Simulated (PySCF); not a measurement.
## What each rung costs, and what it gives

Saddle point of H3O2, doublet (HO₂ ([O][OH]) + H₂ → H₂O₂ ([OH][OH]) + H; bonds formed: H1–O3; bonds broken: H1–H2), PBE0-D4/def2-TZVP structure:

H1  (-0.172, -0.668, 0.527)
H2  (0.374, -1.204, 1.268)
O3  (-0.676, -0.168, -0.293)
O4  (-0.076, 1.079, -0.387)
H5  (0.550, 0.961, -1.115)
(Å)

Barriers are electronic and count from the start structure reached by relaxing down the imaginary mode. Spin–orbit coupling is left out.

PySCF 2.14 with density fitting (its default auxiliary sets; JK sets also for MP2 and CCSD(T)); basis: as named in each row; cores frozen in the correlated methods; orbitals are unrestricted. B3LYP uses VWN-RPA correlation. Extrapolation: Hartree–Fock as exp(−7.88 √X), correlation as X^−2.97.

Times are rough, for one single point on 4 threads of a shared host (Oxide Virtual Turin-like).

The estimate by CCSD(T) at an estimated basis limit (MP2 extrapolated from triple and quadruple zeta, plus CCSD(T) − MP2 in triple zeta) is 23.87 kcal/mol.

| method | basis | time (s) | barrier (kcal/mol) | method less estimate |
| --- | --- | --- | --- | --- |
| HF | STO-3G | 1 | 55.63 | 31.76 |
| B3LYP-D4 | 6-31G | 5 | 25.04 | 1.17 |
| PBE0-D4 | def2-SVP | 7 | 22.25 | -1.62 |
| CCSD(T) | def2-SVP | 7 | 28.37 | 4.50 |
| PBE-D4 | def2-SVP | 10 | 18.14 | -5.73 |
| MP2 | def2-QZVPP | 12 | 18.89 | -4.98 |
| PBE0-D4 | def2-TZVPP | 16 | 21.98 | -1.89 |
| B3LYP-D4 | def2-TZVPP | 18 | 22.98 | -0.89 |
| BHLYP-D4 | def2-TZVPP | 18 | 27.51 | 3.64 |
| SPW92 | def2-TZVPP | 23 | 8.82 | -15.05 |
| PBE-D4 | def2-TZVPP | 34 | 17.92 | -5.95 |
| r2SCAN-D4 | def2-TZVPP | 52 | 19.83 | -4.04 |
| CCSD(T) | def2-TZVPP | 77 | 25.91 | 2.04 |
| wB97M-V | def2-TZVPP | 150 | 25.48 | 1.60 |

All methods are single points on the PBE0-D4 structures.

The T1 diagnostic stays at or below 0.030. ⟨S²⟩ of the unrestricted Hartree–Fock references: 0.75 to 0.78 (a pure state has 0.75).

Labels in which every atom is bracketed show which atoms are joined, not bond orders.
